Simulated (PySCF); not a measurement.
# Argon: a sound run and one with changed settings

Sound run: Ar [Ar], Ar⁺ [Ne] 3s2 3p5. Calculation: PySCF 2.14, in cc-pVTZ-DK (5s4p2d1f, 34 functions); the spin-free X2C one-electron Hamiltonian (Gaussian nucleus). In the sound run the correlated levels freeze [Ne]. The sound run starts from symmetry-adapted Hartree-Fock orbitals and uses a fine grid where one is needed.

Changed run: basis STO-3G, all-electron and non-relativistic. This setting is unsound on purpose.

```json
{"species": "Ar", "method": "UHF", "sound run (hartree)": "-528.62142", "changed run (hartree)": "-521.22288", "converged": "yes"}
{"species": "Ar", "method": "PBE0", "sound run (hartree)": "-529.20131", "changed run (hartree)": "-521.71168", "converged": "yes"}
{"species": "Ar", "method": "BP86", "sound run (hartree)": "-529.41721", "changed run (hartree)": "-521.87363", "converged": "yes"}
{"species": "Ar", "method": "MP2", "sound run (hartree)": "-528.82753", "changed run (hartree)": "-521.22288", "converged": "yes"}
{"species": "Ar⁺", "method": "UHF", "sound run (hartree)": "-528.08649", "changed run (hartree)": "-520.72694", "converged": "yes"}
{"species": "Ar⁺", "method": "PBE0", "sound run (hartree)": "-528.62420", "changed run (hartree)": "-521.17237", "converged": "yes"}
{"species": "Ar⁺", "method": "BP86", "sound run (hartree)": "-528.83667", "changed run (hartree)": "-521.33448", "converged": "yes"}
{"species": "Ar⁺", "method": "MP2", "sound run (hartree)": "-528.25189", "changed run (hartree)": "-520.72694", "converged": "yes"}
```

Ionisation energy of Ar:

```
 method  sound run (eV)  changed run (eV)
    UHF          14.556            13.495
   PBE0          15.704            14.675
   BP86          15.797            14.671
    MP2          15.664            13.495
SCS-MP2          15.561            13.495
```

A minimal basis cannot let orbitals breathe on ionisation and holds almost no correlation. The Hamiltonian changed with the basis, so the totals do not compare.

For comparison, NIST gives 15.760 eV between the lowest levels.
